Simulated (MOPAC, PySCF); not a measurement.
CH$_{3}$Cl, SMILES `CCl`, neutral singlet in the gas phase. 

Cartesian coordinates (Å):
SMILES: CCl
```xyz
5

C     -0.1456    -0.0089     0.0037
Cl     1.6235     0.0995    -0.0418
H     -0.4812    -0.5831    -0.8567
H     -0.4401    -0.5047     0.9257
H     -0.5567     0.9972    -0.0310
```
Charge 0, spin multiplicity 1.

All levels are single points at this geometry (PBE0-D4/def2-TZVP); Pople sets use spherical d functions. Orbital energies aren't observables, and empty levels follow the basis.

SVWN5/6-31G* in PySCF gives gap (eV) = 6.87.

Task: Estimate the gap (eV) from each of these levels: PBE0-D4/def2-TZVP in PySCF; B3LYP/3-21G in PySCF; B3LYP/6-311+G** in PySCF; B3LYP/6-31G* in PySCF; BP86/6-31G* in PySCF; M06-2X/6-31G* in PySCF; HF/3-21G in PySCF; HF/STO-3G in PySCF; AM1 in MOPAC; PM3 in MOPAC; PM6 in MOPAC; PM7 in MOPAC.

Result: 
```csv
level,gap (eV)
PBE0-D4/def2-TZVP in PySCF,9.27
B3LYP/3-21G in PySCF,9.26
B3LYP/6-311+G** in PySCF,8.08
B3LYP/6-31G* in PySCF,9.03
BP86/6-31G* in PySCF,6.99
M06-2X/6-31G* in PySCF,12.04
HF/3-21G in PySCF,17.52
HF/STO-3G in PySCF,20.74
AM1 in MOPAC,12.84
PM3 in MOPAC,11.78
PM6 in MOPAC,11.55
PM7 in MOPAC,11.77
```
